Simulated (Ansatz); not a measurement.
Consider vertical spin-state energies of C2H2ClNS, SMILES N=C=C(S)Cl (Ansatz's Python interface).

`c2h2clns_spin.py`
```python
# -*- coding: utf-8 -*-
"""Vertical spin-state energies of C2H2ClNS."""

import ansatz

BASIS_SET = "6-31G*"
FUNCTIONAL = "hf"


def main():
    molecule = (
        ansatz.Crystal.molecule()
        .atom("N", [-0.4183, 0.0665, 2.0416])
        .atom("C", [-0.0915, 0.1191, 0.9175])
        .atom("C", [0.297, 0.1342, -0.3254])
        .atom("S", [-0.4832, -0.6141, -1.5716])
        .atom("Cl", [1.8082, 0.9259, -0.6618])
        .atom("H", [-1.3576, -0.376, 2.1219])
        .atom("H", [0.3066, -0.3237, -2.5679])
    )

    calculation = (
        molecule.calculation()
        .basis(gaussian=BASIS_SET)
        .functional(FUNCTIONAL)
    )
    found = {}
    for unpaired in [0, 2]:
        rep = calculation.spin("collinear", total=unpaired).run(threads=1, pin="off").report
        s = unpaired / 2
        found[unpaired] = rep["free_energy_ev"]
        print(f"2S+1 = {unpaired + 1}: E = {found[unpaired]:.5f} eV, <S^2> = {abs(rep['mean_field']['state']['spin_squared']):.3f} (pure state {s * (s + 1):.2f})")
    lowest = min(found, key=found.get)
    for unpaired, e in found.items():
        print(f"multiplicity {unpaired + 1}: {23.060548 * (e - found[lowest]):.1f} kcal/mol above the lowest")


if __name__ == "__main__":
    main()
```

Which spin state is lowest at this geometry, and how far above lie the others?

In order: multiplicity 1 (+0.00 eV) and multiplicity 3 (+0.20 eV), all at the one geometry.

The output:

```console
$ python c2h2clns_spin.py
2S+1 = 1: E = -26889.97295 eV, <S^2> = 1.068 (pure state 0.00)
2S+1 = 3: E = -26889.77076 eV, <S^2> = 2.058 (pure state 2.00)
multiplicity 1: 0.0 kcal/mol above the lowest
multiplicity 3: 4.7 kcal/mol above the lowest
```

What to keep in mind:
- Total energies depend on the basis set; only differences at equal settings carry meaning.
- The geometry is a force-field or estimated start, not a minimum of this method, and the basis set is short of its limit. All parts are taken at fixed geometry, without zero-point energy.
- The expectation value of S² is noticeably off S(S+1) in at least one run, so that state is spin-contaminated.
- Hartree-Fock leaves correlation out, so it favours high-spin states too much.
- Wall time of the script: 12 s on 1 thread of Arm Neoverse V1, on a shared host, peak memory 0.27 GiB.
